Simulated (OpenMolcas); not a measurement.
# AlClO (SMILES [O]=[Al][Cl]): the energy, rung by rung

AlClO has 3 atoms, charge 0, and is taken as a singlet. SMILES: `[O]=[Al][Cl]`. The shape comes from GFN2-xTB, which is rough for such elements, and wasn't checked as a minimum.

```xyz
3

O     0.1075    1.6943    0.2460
Al    0.0093    0.1472    0.0214
Cl   -0.1168   -1.8415   -0.2673
```

Quantity: the energy change with the Al2–Cl3 bond stretched from 2.014 to 5.034 Å, in eV. The values are calculated.

```
                     level                kind     program  value (eV)  less FCI/STO-3G
M06-2X/STO-3G (restricted)     hybrid meta-GGA  OpenMolcas        8.81            +4.40
B2PLYP/STO-3G (restricted)       double hybrid  OpenMolcas        4.65            +0.24
        CASPT2(2,2)/STO-3G      multireference  OpenMolcas        4.81            +0.40
        CASSCF(2,2)/STO-3G      multireference  OpenMolcas        4.32            -0.09
          MRCI(2,2)/STO-3G      multireference  OpenMolcas        4.61            +0.20
     SC-NEVPT2(2,2)/STO-3G      multireference  OpenMolcas        5.03            +0.62
                FCI/STO-3G  exact in the basis  OpenMolcas        4.41             0.00
```

FCI/STO-3G is exact within its basis and frozen core, so for wave-function methods in that basis the difference is their error; functionals converge differently with the basis, so for them it is only a difference. The first shape isn't each level's own minimum. The values span 4.32 to 8.81 eV. All rows use very small basis sets, so even the best lies far from the true value.
